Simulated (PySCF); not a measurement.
CO and its ions

r²SCAN; PySCF, spin-free X2C with a Gaussian nucleus, basis sets C jorge-DZP-DKH, O jorge-DZP-DKH. Neutral (UKS): singlet (closed shell), Re = 1.143 Å, ωe = 2169 cm⁻¹, De = 10.74 eV, HOMO -9.24 eV, LUMO -1.62 eV.

CO⁺ (UKS): doublet (σ ↑), Re = 1.125 Å, ωe = 2265 cm⁻¹, De = 8.64 eV to C⁺ + O. The energies at the minima are -113.33855 hartree for CO and -112.83195 for CO⁺.

Problem. Work out the adiabatic ionisation energy, without and with harmonic zero-point energies (1 hartree = 27.2114 eV, 1 eV = 8065.5 cm⁻¹), and the change of the bond length.

Solution. At r²SCAN: 0.50660 hartree = 13.785 eV between the minima; the zero-point term (2265.0 − 2169.0)/2 cm⁻¹ = +0.006 eV makes it 13.791 eV. Re changes by -1.8 pm against the neutral. Minus the HOMO energy is 9.24 eV, -4.55 eV from the value between the minima; self-interaction puts the Kohn–Sham level too high, less so with exact exchange. The electron leaves a σ orbital, and the shorter bond of the ion fits an antibonding orbital, or a change in how ionic the bond is.

For an ion De counts to the pair picked by the measured ionisation energies or electron affinities, which need not be the lowest pair at this level. States were picked by a PBE0 search and need not be the measured ground states.
